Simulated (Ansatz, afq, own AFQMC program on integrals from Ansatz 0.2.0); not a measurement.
SiGeH2⁺, doublet: AFQMC among the cluster methods

```yaml
atoms:
  - { symbol: Si, position_ang: [0.0000, -0.0039, 1.5661] }
  - { symbol: Ge, position_ang: [0.0000, -0.0238, -0.5845] }
  - { symbol: H, position_ang: [0.0000, 1.3266, 0.5226] }
  - { symbol: H, position_ang: [0.0000, 0.5003, -2.0341] }
```

Connectivity, by distances: Si–GeH, 1 bridging H.

Basis cc-pVTZ. Only valence electrons are correlated. Integrals, coupled cluster, full CI and functionals: Ansatz 0.2.0; the random walks run on the same integrals in our own AFQMC program. ph-AFQMC/CISD is guided by a CISD state made of CCSD amplitudes; releasing the constraint for a short imaginary time cuts its bias at the price of noise, slowly where states lie close. Uncertainties: one standard error, sampling alone. No spin–orbit coupling.

Determinant: UHF, the one that the program's search chose, which needn't be the lowest solution. The geometry is a PBE0/def2-TZVP stationary point of this or a neighbouring charge and spin state.

No full CI on the walks' own integrals is used here; CCSDT(Q) serves as the reference and is uncertain by about the last step of the cluster series.

Cautions: no relativity below Rb; no spin-orbit coupling; inner d shell frozen.

The T1 diagnostic is 0.0186 and the weight of the determinant in the CISD state is 0.861. The ⟨S²⟩ of the determinant is 0.764 and the size of the correlated space is 9 electrons in 86 orbitals.

| level | correlation energy (eV) |
| --- | --- |
| MP2 | -4.8888 |
| CCSD | -5.7721 |
| CCSD(T) | -6.0541 |

Question: Estimate where AFQMC with the constraint released lies against CCSD(T) on the same integrals.

Answer: 2.30 ± 0.20 mEh below CCSD(T).

Reference: CCSDT(Q), correlation energy -6.114 eV. The released energy is read at 2.40 1/Eh (meV from the phaseless value at times in 1/Eh: -8 ± 5 at 0.24, -8 ± 5 at 0.51, -10 ± 5 at 0.99, -18 ± 6 at 1.62, -20 ± 6 at 2.40).

| level | E − E(reference) (mEh) | share of correlation (%) |
| --- | --- | --- |
| CCSD(T) | 2.22 | 99.01 |
| CCSDT | 0.66 | 99.70 |
| ph-AFQMC/CISD | 0.64 ± 0.17 | 99.72 |
| released AFQMC | -0.08 ± 0.20 | 100.04 |

A walk keeps the symmetry of its determinant, which the program's search chose and which needn't be the lowest solution, so a lower state of the same spin and another symmetry isn't excluded. Released energies are given only where the last usable release times agree within the noise; a slower fall can still hide under it.
